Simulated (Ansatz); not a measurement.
**HSF+ (doublet): from Hartree-Fock to the top rungs, def2-QZVPP**

One table from this session's results is given with a row withheld; the runs are named, their logs left out.

The runs use Ansatz 0.2.0, Gaussian basis; def2-QZVPP, core rule «outside noble gas», up to 6 orbitals frozen.

Plan: UHF; ROHF; CCSD(T) on UHF.

2 further runs of the same task are left out: 2 set aside as unsound or not needed.

### The geometry

The geometry is a PBE0/def2-TZVP stationary point (not a proven minimum) of the parent state, kept for this charge and spin.

3 atoms, charge 1, spin multiplicity 2.

Atoms are counted from 1 here; the program's logs count them from 0.

Bond lengths: F1–S2 1.616 Å, S2–H3 1.347 Å. Angles: F1–S2–H3 96.1°.

The first run:

Input file in.yaml:

```yaml
crystal:
  periodic: [false, false, false]
  atoms:
    - {symbol: F, position_ang: [0.000000, 0.043080, 1.028580]}
    - {symbol: S, position_ang: [0.000000, -0.065184, -0.583802]}
    - {symbol: H, position_ang: [0.000000, 1.261654, -0.815305]}
basis:
  gaussian: {orbitals: "def2-QZVPP.json"}
total_charge: 1
magnetization: {spin_polarized: true, initial_magnetization: 1}
hamiltonian: {xc: hf}
output: {orbitals: {seedname: orbitals}}
```

Run with:

```bash
$ ansatz run in.yaml --threads 1 --pin off --events-out ev --progress --plain --max-ram 2393MiB
```

Among the steps run: UHF; ROHF; CCSD(T) on UHF.

One of the session's tables, all rows but one given; the rest of the session is left out.

It belongs to the step «Misses and costs». 

```
  method  from UCCSD(T) (kcal/mol)
    ROHF                   +298.75
     UHF                         ?
    UMP2                    +21.97
   UCCSD                    +11.42
UCCSD(T)                         0
```

Q: Estimate the row for UHF from the others.

**Answer.** from UCCSD(T) (kcal/mol): +294.45. In the column «from UCCSD(T) (kcal/mol)» it lies between UMP2 (+21.97) and ROHF (+298.75).
